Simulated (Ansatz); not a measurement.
Species: BF2, net charge 0, doublet state. It need not be the lowest isomer of its formula. 
Structure (B3LYP-D3(BJ)/def2-TZVP (Ansatz, a program for electronic structure) minimum search):
```xyz
3

B     -0.0027     0.5023    -0.0114
F      1.1429    -0.1332     0.0106
F     -1.1414    -0.1458    -0.0043
```
Charge 0, spin multiplicity 2.

Parts of the frozen-core correlation energy in cc-pVDZ (Ansatz, hartree). Frozen orbitals: 3; correlated occupied orbitals by spin: 9 and 8; virtual: 30 and 31. Open shells are spin-unrestricted. No spin-orbit coupling. Non-relativistic.

```
term                            value
-------------------------  ----------
reference (HF)             -223.61876
MP2 opposite-spin            -0.31228
MP2 same-spin                -0.12095
CCSD correlation             -0.43957
(T)                          -0.00826
CCSDT minus CCSD(T)          -0.00053
T1 diagnostic                   0.016
largest doubles amplitude       0.027
<S^2> of the reference          0.752
```
